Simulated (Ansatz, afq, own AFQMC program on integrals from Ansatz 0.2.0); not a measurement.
**HBr + CH₃, doublet in cc-pVTZ along one coordinate**

```xyz
6

Br   -0.4593    0.0000    0.0000
H     0.9613    0.0000    0.0000
C     2.3767    0.0000    0.0000
H     2.3767   -1.0800    0.0000
H     2.3767    0.5400    0.9353
H     2.3767    0.5400   -0.9353
```

A hydrogen atom is moved from one rigid fragment to the other; the Br1–H2 distance tells how far. The two fragments are held close together, so this isn't a minimum-energy path and the start is a compressed complex. Energies in kcal/mol count from this geometry (1.421 Å) at the same level; the start stands on UHF, each point on the determinant named.

Basis cc-pVTZ. Only valence electrons are correlated. Integrals, coupled cluster, full CI and functionals: Ansatz 0.2.0; the random walks run on the same integrals in our own AFQMC program. ph-AFQMC/CISD is guided by a CISD state made of CCSD amplitudes; releasing the constraint for a short imaginary time cuts its bias at the price of noise, slowly where states lie close. Error bars are statistical, one sigma. No spin–orbit coupling.

Cautions, each for one point or more: inner d shell frozen; no relativity below Rb; no spin-orbit coupling; the ph-AFQMC/CISD walk drifts between its halves.

| r(Br1–H2) / Å | det. | T1 | weight | ⟨S²⟩ | CCSD(T) | ph-AFQMC/CISD | released AFQMC | r2SCAN | HF |
| --- | --- | --- | --- | --- | --- | --- | --- | --- | --- |
| 1.514 | UHF | 0.014 | 0.86 | 0.79 | -2.2 | -2.3 ± 0.2 | -2.4 ± 0.3 | -2.7 | -0.3 |
| 1.560 | UHF | 0.014 | 0.86 | 0.79 | -2.7 | -2.4 ± 0.2 | – | -3.2 | -0.1 |
| 1.607 | UHF | 0.013 | 0.86 | 0.79 | -2.9 | -3.0 ± 0.2 | – | -3.4 | 0.2 |
| 1.653 | UHF | 0.012 | 0.86 | 0.79 | -2.8 | -2.6 ± 0.2 | -2.7 ± 0.3 | -3.0 | 0.5 |
| 1.746 | UHF | 0.011 | 0.86 | 0.78 | -0.7 | -0.4 ± 0.2 | – | 0.0 | 2.2 |

Weight is that of the determinant in the CISD state; at the start T1 is 0.012 and the weight 0.86, and ⟨S²⟩ is 0.78. A dash marks a missing value, a released energy that hasn't settled or a functional that sits on another state. Largest departures from phaseless AFQMC with a CISD trial: CCSD(T) -0.3 kcal/mol at 1.746 (on UHF) (within the noise), released AFQMC -0.1 kcal/mol at 1.653 (on UHF) (within the noise), r2SCAN -0.8 kcal/mol at 1.560, HF 3.2 kcal/mol at 1.607 (on UHF). The walk's constraint bias lies outside its error bars, so these are departures and not errors. Functionals count only at points shown to share the start's state and spin.

Some points may be missing: those where a free walk finds a much lower state, and past Zn most of those on another determinant than at the start.

A walk keeps the symmetry of its determinant, which the program's search chose and which needn't be the lowest solution, so a lower state of the same spin and another symmetry isn't excluded. Released energies are given only where the last usable release times agree within the noise; a slower fall can still hide under it.
